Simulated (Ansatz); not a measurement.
These are frozen-core CCSD(T)/cc-pVTZ run with Ansatz (a first-principles code) values and carry that method's errors.

Ansatz 0.2 input:
```yaml
crystal:
  periodic: [false, false, false]
  atoms:
    - { symbol: F, position_ang: [0.0, 0.0, 0.0] }
basis:
  gaussian: { orbitals: cc-pVTZ }
correlation:
  method: ccsd_t
magnetization:
  spin_polarized: true
  initial_magnetization: 1
```

Output:

```
Functional definition: HF
185 factors; integrals over basis functions are off by at most 2.5e-4 eV
mean field evaluation 1: about -2704.7552 eV, gradient 9.0e0 eV
mean field evaluation 2: about -2704.7557 eV, gradient 9.0e0 eV
mean field evaluation 4: about -2704.9590 eV, gradient 9.3e-1 eV
mean field evaluation 8: about -2704.9621 eV, gradient 9.1e-4 eV
mean field evaluation 16: about -2704.9621 eV, gradient 5.9e-2 eV
mean field evaluation 32: about -2704.9622 eV, gradient 3.7e-3 eV
mean field evaluation 64: about -2704.9618 eV, gradient 2.1e-1 eV
mean field -2704.96213149 eV, -99.4055248430 hartree, gradient 3.6e-6 eV, S^2 0.753414; 4 other end points of the search recorded, 0 dependent functions left out
1 core orbitals not correlated
reference -2704.96213149 eV, -99.4055248430 hartree; 4, 3 occupied and 25, 26 virtual orbitals, 185 factors
second order -5.43778377 eV of doubles, -0.00000000 eV of singles
cycle   1  -5.66481536 eV  change   -2.3e-1 eV  update   2.3e-2
cycle   2  -5.74147716 eV  change   -7.7e-2 eV  update   6.7e-3
cycle   3  -5.74859132 eV  change   -7.1e-3 eV  update   2.3e-3
cycle   4  -5.74777112 eV  change    8.2e-4 eV  update   8.4e-4
cycle   5  -5.74829468 eV  change   -5.2e-4 eV  update   2.0e-4
cycle   6  -5.74827830 eV  change    1.6e-5 eV  update   3.8e-5
cycle   7  -5.74828152 eV  change   -3.2e-6 eV  update   8.4e-6
perturbative correction -0.09769022 eV, -0.0035900495 hartree
Total energy: -2710.80810323 eV, -99.6203603419 hartree
```

Cost: around 1.2 core-seconds (rough).
